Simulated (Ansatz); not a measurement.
How far each method lies from RCCSDT(Q) for H3Ge–OH, singlet

Geometry: a PBE0/def2-TZVP stationary point for this spin, not checked as a minimum.

```json
{"atom": "Ge", "x (Å)": "0.0000", "y (Å)": "-0.0117", "z (Å)": "0.3156"}
{"atom": "O", "x (Å)": "0.0000", "y (Å)": "0.1053", "z (Å)": "-1.4637"}
{"atom": "H", "x (Å)": "1.2597", "y (Å)": "-0.7601", "z (Å)": "0.7931"}
{"atom": "H", "x (Å)": "0.0000", "y (Å)": "1.4437", "z (Å)": "0.7905"}
{"atom": "H", "x (Å)": "-1.2597", "y (Å)": "-0.7601", "z (Å)": "0.7931"}
{"atom": "H", "x (Å)": "0.0000", "y (Å)": "-0.7538", "z (Å)": "-1.8904"}
```

Basis cc-pVTZ; Ansatz 0.2.0. Correlated methods freeze the noble-gas cores and the filled d shells of p-block atoms, which leaves 14 electrons in 114 orbitals. R marks a restricted (for open shells ROHF) determinant. No spin–orbit coupling is included, and no scalar relativity.

Full CI isn't at hand for all of this; RCCSDT(Q) serves as the reference, and is uncertain by about the last step of the cluster series.

```
UHF ⟨S²⟩                          : 0.000
T1 diagnostic (RCCSD)             : 0.0109
largest doubles amplitude (RCCSD) : 0.021
```

```tsv
level	E − E(RCCSDT(Q)) (mEh)	share of correlation (%)	wall time
RHF	411.79	0.00	–
RMP2	35.97	91.26	–
RCCSD	13.56	96.71	–
RCCSD(T)	1.10	99.73	7.5 s (H100)
BCCD(T)	1.01	99.75	7 s (H100)
RCCSDT	0.62	99.85	–
```

The correlation energy at RCCSDT(Q), counted from RHF, is -11.205 eV. That run took 29 s on 2 threads of AMD EPYC 7R13 with a shared H100 80 GB, shared host.

Times hold each run's SCF and search for its determinant on a shared host, so for small cases they say little of a method's own cost.

Atomization energy (electronic, same basis, no zero-point term; atoms at the same level, unrestricted beside the R rows where the molecule is a closed shell, but restricted open-shell past Ca, as are all atoms' steps beyond CCSDT(Q)) at RCCSDT(Q): 1707.8 kJ/mol. Errors of other levels:

```
   level  error (kJ/mol)
     RHF          -468.3
    RMP2             1.6
   RCCSD           -20.5
RCCSD(T)            -0.5
 BCCD(T)             0.0
  RCCSDT            -1.4
```

This basis is far from its limit, so the value isn't to be set against a measured one.
